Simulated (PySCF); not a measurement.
Broadened absorption spectrum of oxonium

Compound: oxonium, H3O (charge +1).
InChI=1S/H2O/h1H2/p+1

Method used: PySCF, TDDFT CAM-B3LYP/def2-SVPD, vertical, gas phase, core orbitals frozen in the response. Isolated species at its PBE0-D3(BJ)/def2-SVP geometry, gas phase.

Computed states:

```tsv
state	E (eV)	f
S1	11.46	0.041
S2	13.71	0.012
S3	13.71	0.012
S4	16.35	0.0004
S5	16.35	0.0004
S6	16.35	0.0001
S7	16.83	0.163
S8	16.83	0.163
S9	18.13	0.155
```

Each state is given a Gaussian of 0.25 eV full width at half maximum, with ε(max) = 2.175×10⁸ f / Δν̃ (Δν̃ the width in cm⁻¹). The cross-section is σ = 3.8235×10⁻²¹ ε cm², given in Mb (10⁻¹⁸ cm²). The width is an assumption, not a result. The curve ends short of the highest state used, and states not computed would add to its high-energy end.

(1) What does the envelope look like, and where are its maxima?

(2) Coming from long wavelengths, where does ε first pass 100 L mol⁻¹ cm⁻¹?

Answers

(1) 
```json
{"E (eV)": "11.08", "σ (Mb)": "0.03"}
{"E (eV)": "11.31", "σ (Mb)": "6.27"}
{"E (eV)": "11.53", "σ (Mb)": "13.37"}
{"E (eV)": "11.75", "σ (Mb)": "0.39"}
{"E (eV)": "11.97", "σ (Mb)": "0.00"}
{"E (eV)": "12.20", "σ (Mb)": "0.00"}
{"E (eV)": "12.42", "σ (Mb)": "0.00"}
{"E (eV)": "12.64", "σ (Mb)": "0.00"}
{"E (eV)": "12.86", "σ (Mb)": "0.00"}
{"E (eV)": "13.08", "σ (Mb)": "0.00"}
{"E (eV)": "13.31", "σ (Mb)": "0.01"}
{"E (eV)": "13.53", "σ (Mb)": "2.42"}
{"E (eV)": "13.75", "σ (Mb)": "8.82"}
{"E (eV)": "13.97", "σ (Mb)": "0.44"}
{"E (eV)": "14.20", "σ (Mb)": "0.00"}
{"E (eV)": "14.42", "σ (Mb)": "0.00"}
{"E (eV)": "14.64", "σ (Mb)": "0.00"}
{"E (eV)": "14.86", "σ (Mb)": "0.00"}
{"E (eV)": "15.08", "σ (Mb)": "0.00"}
{"E (eV)": "15.31", "σ (Mb)": "0.00"}
{"E (eV)": "15.53", "σ (Mb)": "0.00"}
{"E (eV)": "15.75", "σ (Mb)": "0.00"}
{"E (eV)": "15.97", "σ (Mb)": "0.00"}
{"E (eV)": "16.20", "σ (Mb)": "0.15"}
{"E (eV)": "16.42", "σ (Mb)": "0.40"}
{"E (eV)": "16.64", "σ (Mb)": "25.84"}
{"E (eV)": "16.86", "σ (Mb)": "130.14"}
{"E (eV)": "17.08", "σ (Mb)": "8.95"}
{"E (eV)": "17.31", "σ (Mb)": "0.01"}
{"E (eV)": "17.53", "σ (Mb)": "0.00"}
```

Maxima: 108 nm (11.46 eV), ε about 4400, made up of S1 (100%); 90 nm (13.71 eV), ε about 2500, made up of S2 (50%) and S3 (50%); 76 nm (16.36 eV), ε about 110, made up of S4 (42%), S5 (42%) and S6 (15%) (hardly more than a shoulder); 74 nm (16.83 eV), ε about 35000, made up of S7 (50%) and S8 (50%) (ε in L mol⁻¹ cm⁻¹; maxima over ε = 5, shares over 10%). At its high-energy end, 17.53 eV, the curve is still rising (ε about 0.0021, from S9).

(2) At about 111 nm (11.17 eV), 0.29 eV below S1.

All these states lie below the vertical ionisation energy of 24.87 eV (ΔSCF).
